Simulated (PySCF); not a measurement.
```xyz
3
charge 0 multiplicity 1, angstrom
Mg    0.0000    0.0000    0.0000
Cl    0.0000    0.0000    2.1865
Cl    0.0000    0.0000   -2.1865
```

Level of theory: BP86/[Mg def2-TZVP, Cl def2-TZVP], no relativity, density fitting, PySCF.

This geometry of MgCl2 is a stationary point at this level.

**Question.** What is the point group?

**Answer.** D∞h.

**Question.** Is it a minimum?

**Answer.** Yes: all harmonic wavenumbers are real.

**Question.** List the harmonic modes with their infrared intensities.

**Answer.** 
```
symmetry  ω (cm⁻¹)  IR (km/mol, summed over degenerate members)
      πu       105                                          104
     σg+       313                                          0.0
     σu+       602                                          142
```

**Question.** What are the dipole moment and the gap between the highest occupied and lowest empty levels?

**Answer.** 0.00 D and 5.12 eV.

**Question.** What is the atomisation energy, with and without zero-point energy?

**Answer.** 768 kJ/mol without, 761 kJ/mol with.

In D∞h the vibrations span πu + σg+ + σu+. The σg+ mode carries no infrared intensity, as symmetry demands. With a centre of inversion only u modes can be infrared active and only g modes Raman active.
